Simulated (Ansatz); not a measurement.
## Structure relaxation of Hf3O2

All numbers below come from Ansatz 0.2.0, DFT PBE, scalar-relativistic, plane waves, PAW. Cutoff 420 eV, Γ-centred k mesh, Gaussian smearing, no spin polarisation in the final step.

The start puts Hf3O2 on the anti-A-type sesquioxide structure type (P-3m1, No. 164), with O in place of La, Hf in place of O, at a guessed volume.

```xyz
5
Lattice="3.7692 0.0000 0.0000 -1.8846 3.2642 0.0000 0.0000 0.0000 5.8642" Properties=species:S:1:pos:R:3 pbc="T T T"
Hf    0.0000    0.0000    0.0000
Hf    0.0000    2.1761    3.7824
Hf    1.8846    1.0881    2.0818
O     0.0000    2.1761    1.4367
O     1.8846    1.0881    4.4275
```

Cell and atoms relax at zero pressure; the relaxation can't lower the symmetry of the start. After a coarse first stage the cell is made exact in the group found at 0.06 Å.

The zero of energy is the elements' standard structures at the same level (O₂ as a molecule); no fitted shifts are applied.

(1) Describe the relaxed structure.

(2) What are its volume, energy, density and gap?

Results:

(1) It keeps P-3m1 (No. 164), but not the shape of the type it started on. Conventional cell: a = 3.265 Å, c = 9.868 Å. Hf on Wyckoff site a (1 atom of the primitive cell) has 12 Hf at 3.24–3.27 Å; Hf on Wyckoff site d (2 atoms of the primitive cell) is coordinated by 3 O at 2.08 Å; around O lie 3 Hf at 2.08 Å.

```xyz
5
Lattice="3.2652 0.0000 0.0000 -1.6326 2.8278 0.0000 0.0000 0.0000 9.8681" Properties=species:S:1:pos:R:3 pbc="T T T"
Hf    0.0000    0.0000    0.0000
Hf    0.0000    1.8852    7.2278
Hf    1.6326    0.9426    2.6403
O     0.0000    1.8852    3.5260
O     1.6326    0.9426    6.3420
```

(2) The volume per atom is 18.2 Å³. The density is 10.3 g/cm³, the energy over the elements is -1.81 eV/atom and the gap on the 12×12×4 mesh is 0 eV (a metal).

The final run used a 12×12×4 mesh on its 5-atom cell and 0.10 eV smearing. For metals, differences of a few meV/atom aren't resolved. No dispersion correction is applied, so the spacing between layers, chains or molecules is poorly fixed, and with it the volume and density. Spin–orbit coupling is left out. Symmetry constrained the relaxation, so the result can be a saddle point. The steps took roughly 6 core-minutes in all.